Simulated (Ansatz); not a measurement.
Molecule (SMILES): [O]F (O-F), doublet.
Atoms: O1, F2. Bonds: O1-F2.

Basis-set convergence of the highest harmonic wavenumber at MP2 with Ansatz (a first-principles code). Each level at its own minimum, finite differences of forces, unscaled; the reference is a large set that could be run, not a limit. All functions are spherical. Cores are frozen. Open shells are unrestricted. No added dispersion term, no relativity. Reference: the value in aug-cc-pVQZ, 1362 cm⁻¹, itself unsure by roughly 10 cm⁻¹ (its mean distance from def2-QZVPP, cc-pVQZ, aug-cc-pVTZ). Deviations are taken from unrounded values.

```csv
basis,functions,highest harmonic wavenumber (cm⁻¹),minus reference (cm⁻¹)
cc-pVDZ,28,1455,93
def2-SVP,28,1348,-14
6-311G**,36,1403,41
6-311+G**,44,1413,51
cc-pVTZ,60,1385,23
pcseg-2,60,1385,22
def2-TZVPP,62,1382,20
"6-311++G(3df,3pd)",78,1348,-15
jun-cc-pV(T+d)Z,78,1385,23
cc-pCVTZ,86,1382,19
aug-cc-pVTZ,92,1393,30
def2-QZVPP,114,1363,1
aug-cc-pVQZ,160,1362,0
```
